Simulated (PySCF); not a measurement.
Species: CH6OSi.
SMILES with atom numbers: `[CH3:1][O:2][SiH3:3]` (hydrogens: H4, H5, H6 on C1; H7, H8, H9 on Si3)

The same species was optimised twice, with GFN2-xTB and with PBE0-D3(BJ)/def2-SVP (PySCF), and the same property calculations (PySCF, gas phase) were run on both structures.

```
   coordinate  GFN2-xTB  PBE0-D3(BJ)/def2-SVP  change
   O2–Si3 (Å)     1.621                 1.663  +0.042
   Si3–H8 (Å)     1.452                 1.487  +0.035
   Si3–H9 (Å)     1.467                 1.498  +0.031
   Si3–H7 (Å)     1.467                 1.498  +0.031
    C1–H6 (Å)     1.093                 1.106  +0.013
    C1–H5 (Å)     1.094                 1.106  +0.012
    C1–H4 (Å)     1.091                 1.101  +0.010
    C1–O2 (Å)     1.393                 1.399  +0.006
O2–Si3–H8 (°)      98.9                 106.6    +7.7
C1–O2–Si3 (°)     129.3                 123.7    -5.6
H8–Si3–H9 (°)     113.9                 110.1    -3.8
H7–Si3–H8 (°)     113.8                 110.2    -3.6
 H4–C1–H5 (°)     109.1                 107.8    -1.3
 H4–C1–H6 (°)     109.1                 107.9    -1.2
 O2–C1–H6 (°)     111.0                 112.2    +1.2
 O2–C1–H5 (°)     111.0                 112.1    +1.1
```

Rotational constants: A = 36908, B = 5534, C = 5254 MHz (GFN2-xTB) against A = 34004, B = 5525, C = 5201 MHz (PBE0-D3(BJ)/def2-SVP). Point groups within 0.08 Å: Cs and Cs. Atoms that the bonding makes alike are paired by their places after alignment.

On the GFN2-xTB structure: lowest singlet, TDDFT (eV) 7.13 [wB97X-D/def2-SVPD]; lowest triplet, Tamm–Dancoff (eV) 6.89 [wB97X-D/def2-SVPD]; isotropic polarisability (au) 43.9 [wB97X-D/def2-SVPD]; HOMO (eV) -10.05 [wB97X-D/def2-SVPD]; LUMO (eV) 1.93 [wB97X-D/def2-SVPD]; dipole (D) 1.10 [wB97X-D/def2-SVPD]; HOMO (eV) -8.06 [PBE0/pcSseg-1]; LUMO (eV) 0.46 [PBE0/pcSseg-1]; dipole (D) 1.19 [PBE0/pcSseg-1]; GIAO shielding of C1 (ppm) 132.1 [PBE0/pcSseg-1]; GIAO shielding of O2 (ppm) 350.1 [PBE0/pcSseg-1]; GIAO shielding of Si3 (ppm) 384.7 [PBE0/pcSseg-1].

Problem. What do these properties become on the PBE0-D3(BJ)/def2-SVP structure?

Solution. 
| property | level | on GFN2-xTB | on PBE0-D3(BJ)/def2-SVP | change |
| --- | --- | --- | --- | --- |
| lowest singlet, TDDFT (eV) | wB97X-D/def2-SVPD | 7.13 | 7.17 | +0.04 |
| lowest triplet, Tamm–Dancoff (eV) | wB97X-D/def2-SVPD | 6.89 | 6.91 | +0.02 |
| isotropic polarisability (au) | wB97X-D/def2-SVPD | 43.9 | 45.3 | +1.4 |
| HOMO (eV) | wB97X-D/def2-SVPD | -10.05 | -10.08 | -0.03 |
| LUMO (eV) | wB97X-D/def2-SVPD | 1.93 | 1.95 | +0.02 |
| dipole (D) | wB97X-D/def2-SVPD | 1.10 | 1.07 | -0.03 |
| energy, GFN2-xTB geometry as zero (kcal/mol) | wB97X-D/def2-SVPD | 0.0 | -2.8 | -2.8 |
| HOMO (eV) | PBE0/pcSseg-1 | -8.06 | -8.09 | -0.03 |
| LUMO (eV) | PBE0/pcSseg-1 | 0.46 | 0.51 | +0.05 |
| dipole (D) | PBE0/pcSseg-1 | 1.19 | 1.18 | -0.01 |
| energy, GFN2-xTB geometry as zero (kcal/mol) | PBE0/pcSseg-1 | 0.0 | -2.4 | -2.4 |
| GIAO shielding of C1 (ppm) | PBE0/pcSseg-1 | 132.1 | 129.8 | -2.3 |
| GIAO shielding of O2 (ppm) | PBE0/pcSseg-1 | 350.1 | 345.3 | -4.8 |
| GIAO shielding of Si3 (ppm) | PBE0/pcSseg-1 | 384.7 | 381.2 | -3.5 |

The heavy atoms differ by 0.038 Å rms after alignment. Among all bonds O2–Si3 changes most (+0.042 Å). Changes are differences of the printed values. Neither structure is proved a minimum here.

Note: wB97X-D ran without an empirical dispersion term, which enters the total energy and its gradient alone.
